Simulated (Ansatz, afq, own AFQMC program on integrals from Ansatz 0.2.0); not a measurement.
## BNH, doublet → BNH⁺, triplet

```
atom   x (Å)   y (Å)    z (Å)
   B  0.0000  0.0000   0.0439
   N  0.0000  0.0000  -1.2617
   H  0.0000  0.0000   1.2178
```

Connectivity, by distances: BH–N.

E(triplet, charge +1) − E(doublet, charge +0) at this geometry, on UHF and UHF determinants.

Basis cc-pVDZ. Noble-gas cores (and the filled d shells of Ga–Kr and In–Xe) are frozen. Ansatz 0.2.0 and our own AFQMC program on the same integrals; the CISD trial comes from CCSD amplitudes, and released means the phaseless constraint is let go. ± is one standard error of the sampling. The errors of all members are added in quadrature.

No full CI on the walks' own integrals is used here; CCSDTQ serves as the reference and is uncertain by about the last step of the cluster series. Each member takes its own surest rung, up to full CI.

The best estimate is CCSD(T) at the basis-set limit (CBS: def2-TZVPP and def2-QZVPP, with their diffuse functions for anions and beside diffuse sets, CCSD(T) itself extrapolated) plus the step from CCSD(T) to CCSDTQ in cc-pVDZ. Rows without CBS are in cc-pVDZ, the functionals in def2-TZVP; B2PLYP and the wave-function rows carry a basis error of their own. Core correlation and relativity beyond core potentials are missing, and ± holds the sampling alone.

Cautions: BNH (doublet): its ph-AFQMC/CISD value lies 22 ± 5 meV above CCSDTQ.

Best estimate: 11.451 eV.

```json
{"level": "HF", "vertical ionization energy (eV)": "9.449", "error against the best estimate (eV)": "-2.002"}
{"level": "MP2", "vertical ionization energy (eV)": "11.033", "error against the best estimate (eV)": "-0.418"}
{"level": "CCSD", "vertical ionization energy (eV)": "10.939", "error against the best estimate (eV)": "-0.511"}
{"level": "CCSD(T)", "vertical ionization energy (eV)": "11.045", "error against the best estimate (eV)": "-0.405"}
{"level": "CCSDT", "vertical ionization energy (eV)": "11.053", "error against the best estimate (eV)": "-0.398"}
{"level": "CCSDT(Q)", "vertical ionization energy (eV)": "11.067", "error against the best estimate (eV)": "-0.384"}
{"level": "CCSDTQ", "vertical ionization energy (eV)": "11.064", "error against the best estimate (eV)": "-0.386"}
{"level": "ph-AFQMC/CISD", "vertical ionization energy (eV)": "11.054 ± 0.005", "error against the best estimate (eV)": "-0.397 ± 0.005"}
{"level": "released AFQMC", "vertical ionization energy (eV)": "11.061 ± 0.004", "error against the best estimate (eV)": "-0.390 ± 0.004"}
{"level": "HF/CBS", "vertical ionization energy (eV)": "9.488", "error against the best estimate (eV)": "-1.963"}
{"level": "MP2/CBS", "vertical ionization energy (eV)": "11.444", "error against the best estimate (eV)": "-0.007"}
{"level": "CCSD(T)/CBS", "vertical ionization energy (eV)": "11.432", "error against the best estimate (eV)": "-0.019"}
{"level": "PBE", "vertical ionization energy (eV)": "11.537", "error against the best estimate (eV)": "0.087"}
{"level": "r2SCAN", "vertical ionization energy (eV)": "11.415", "error against the best estimate (eV)": "-0.036"}
{"level": "PBE0", "vertical ionization energy (eV)": "11.298", "error against the best estimate (eV)": "-0.153"}
{"level": "B3LYP", "vertical ionization energy (eV)": "11.456", "error against the best estimate (eV)": "0.006"}
{"level": "wB97M-V", "vertical ionization energy (eV)": "11.240", "error against the best estimate (eV)": "-0.211"}
{"level": "B2PLYP", "vertical ionization energy (eV)": "11.343", "error against the best estimate (eV)": "-0.107"}
```

Correlation beyond CCSD(T) adds 0.019 eV. Going to the basis-set limit adds 0.386 eV at CCSD(T). The perturbative (T) step is worth +0.106 eV. The functionals spread over 0.298 eV; B3LYP and r2SCAN come nearest and wB97M-V is 0.211 eV too low.

Best estimates are given only where the step beyond CCSD(T) is under 0.3 eV and no member's determinant is very poor (T1 over 0.05, or 0.07 for open shells, ⟨S²⟩ too high by 0.3, two states mixed), so the hardest cases are missing from such tables.

The functionals ran in a triple-zeta set and keep a basis error of their own, a few kJ/mol for each bond in atomization energies and more for double hybrids, so close places among them and the extrapolated levels can swap.

CCSDT and higher add their correlation energy to the determinant of the CCSD(T) run, since their own runs factorise the integrals more tightly (a shift of under 2 meV). Each member of a difference takes its own highest rung, so a best estimate needn't equal the limit plus the step of one row. A walk keeps the symmetry of its determinant, which the program's search chose and which needn't be the lowest solution, so a lower state of the same spin and another symmetry isn't excluded. Released energies are given only where the last usable release times agree within the noise; a slower fall can still hide under it.
